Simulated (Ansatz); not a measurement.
## How far each method lies from UCCSDT(Q) for BH$_{4}$, doublet

Geometry: a PBE0/def2-TZVP stationary point for this spin, not checked as a minimum.

```tsv
atom	x (Å)	y (Å)	z (Å)
B	0.0000	0.0000	0.0000
H	0.4147	0.8125	0.8107
H	-0.4243	-0.8077	0.8105
H	-0.4128	0.8086	-0.8154
H	0.4225	-0.8134	-0.8057
```

Basis cc-pVDZ; Ansatz 0.2.0. Only valence electrons are correlated (noble-gas cores frozen), which leaves 7 electrons in 33 orbitals. Prefix R: restricted or restricted open-shell reference; prefix U: unrestricted. Active spaces: valence = (7e, 8o) chosen from the atoms' valence shells.

Full CI isn't at hand for all of this; UCCSDT(Q) serves as the reference, and is uncertain by about the last step of the cluster series. The frozen core follows each run's orbitals, which can shift R against U totals by a few meV.

For open shells CISD is restricted-active-space CI with the open shells as a complete middle space.

```
UHF ⟨S²⟩                          : 0.768
T1 diagnostic (RCCSD)             : 0.0171
largest doubles amplitude (RCCSD) : 0.045
T1 diagnostic (UCCSD)             : 0.0153
```

```json
{"level": "UHF", "E − E(RHF) (eV)": "-0.1459"}
{"level": "RMP2", "E − E(RHF) (eV)": "-3.3236"}
{"level": "UMP2", "E − E(RHF) (eV)": "-3.2913"}
{"level": "RCCSD", "E − E(RHF) (eV)": "-4.0607"}
{"level": "UCCSD", "E − E(RHF) (eV)": "-4.0624"}
{"level": "RCCSD(T)", "E − E(RHF) (eV)": "-4.1480"}
{"level": "UCCSD(T)", "E − E(RHF) (eV)": "-4.1472"}
```

Task: Estimate how far UCCSDT(Q) in cc-pVDZ lies from RCCSD(T). The table doesn't fix it; the size of (T) and the diagnostics are the guide.

Result: UCCSDT(Q) in cc-pVDZ lies 2.1 kJ/mol below RCCSD(T), which is 25 % of the (T) step (-8.4 kJ/mol). The diagnostics are small and one determinant leads, so the series closes fast and only a small part of (T) is left.

The other levels:

| level | E − E(UCCSDT(Q)) (kJ/mol) | share of correlation (%) | wall time |
| --- | --- | --- | --- |
| CISD | 25.7 | 93.62 | 0.93 s |
| BCCD(T) | 2.1 | 99.47 | 1.7 s |
| RCCSDT | 0.3 | 99.93 | – |
| UCCSDT | 0.3 | 99.93 | – |
| RCCSDT(Q) | 0.0 | 100.00 | 9.5 s |
| CASSCF (valence space) | 234.1 | 41.81 | – |
| NEVPT2 (valence space) | 60.7 | 84.92 | 3.1 s |
| MRCISD (valence space) | 10.1 | 97.48 | – |
| MRCISD+Q (valence space) | 0.8 | 99.80 | 4.3 s |

The correlation energy at UCCSDT(Q), counted from RHF, is -4.169 eV. That run took 7 s on 1 thread of Intel Xeon Platinum 8259CL, shared host.

Times hold each run's SCF and search for its determinant on a shared host, so for small cases they say little of a method's own cost; they ran on 1 thread of Intel Xeon Platinum 8259CL.

Natural occupations of CASSCF (valence space) about the gap: 1.983 1.964 1.964 1.007 0.028 0.019 0.018 0.018; effectively unpaired electrons, Σ n²(2−n)², 1.02.

Atomization energy (electronic, same basis, no zero-point term; atoms at the same level, unrestricted beside the R rows where the molecule is a closed shell, with restricted open-shell steps beyond CCSDT(Q)) at UCCSDT(Q): 1131.9 kJ/mol. Errors of other levels:

```tsv
level	error (kJ/mol)
RHF	-236.4
UHF	-231.2
RMP2	-20.0
UMP2	-23.6
CISD	-22.2
RCCSD	-7.2
UCCSD	-7.3
RCCSD(T)	-1.1
UCCSD(T)	-1.2
BCCD(T)	-1.1
RCCSDT	-0.3
UCCSDT	-0.3
RCCSDT(Q)	0.0
CASSCF (valence space)	-156.6
NEVPT2 (valence space)	-38.5
MRCISD (valence space)	-9.7
MRCISD+Q (valence space)	-2.2
```

This basis is far from its limit, so the value isn't to be set against a measured one. Truncated CI isn't size-consistent, which counts against it in atomization.
